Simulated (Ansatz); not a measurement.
A made-up structure of SiNH4S (charge +1), singlet:

N1  (-1.062, 0.449, -0.706)
Si2  (1.236, -1.617, 0.105)
S3  (0.208, 0.139, 0.286)
H4  (-1.399, -0.172, -1.430)
H5  (-1.597, 1.307, -0.647)
H6  (0.522, 1.090, 1.206)
H7  (2.109, -1.254, 1.165)
(Å)

It is relaxed with PBE-D4/def2-SVP and then PBE0-D4/def2-TZVP (Ansatz 0.2.0). Atoms count as bonded within 1.22 times the sum of their covalent radii (H–H: 0.88 Å). The end point is not checked to be a true minimum.

(1) Does its bonding change? (A judgement: the text doesn't fix the answer.)

## Answers

(1) By the calculation: No: no bond forms or breaks.

Where it ends: The first stage lowers the energy by 1.10 eV in 21 steps. It ends as SiNH₄S ([NH2][SH][SiH]), total charge +1:
N1  (-1.070, 0.583, -0.609)
Si2  (1.308, -1.622, -0.047)
S3  (0.380, 0.429, 0.112)
H4  (-1.640, -0.230, -0.788)
H5  (-1.159, 1.351, -1.257)
H6  (0.100, 0.498, 1.439)
H7  (2.099, -1.067, 1.128)
(Å)

Labels in which every atom is bracketed show which atoms are joined, not bond orders.

For scale, one of the runs: PBE0-D4/def2-TZVP relaxation, 129 basis functions, launched by `ansatz run in.yaml --threads 2 --pin off --events-out ev --progress --plain --max-ram 4352MiB`. The run took about 24 s on 2 CPU threads of an Arm Neoverse V2 (shared host).
